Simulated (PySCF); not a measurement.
# Ne: ionisation energy

Ne [Ne] (1S) → Ne⁺ [He] 2s2 2p5 (2P), as a difference of total energies. All numbers are calculated (PySCF 2.14, the spin-free X2C one-electron Hamiltonian (Gaussian nucleus), in jorge-DZP-DKH (4s2p1d, 15 functions)). Correlated levels: valence: 1s2 frozen. The calculations carry no spin-orbit coupling.

```csv
method,ionisation energy (eV),error (eV)
UHF,19.750,-1.847
M06-L,21.362,-0.235
PBE,21.513,-0.084
MP2 (valence),21.217,-0.380
SCS-MP2 (valence),21.085,-0.512
CCSD (valence),21.033,-0.564
CCSD(T) (valence),21.057,-0.540
```

Reference: 21.597 eV (measured; NIST levels, between the centres of gravity of the two terms).

Errors of the correlated levels include the incompleteness of this basis and the frozen core.
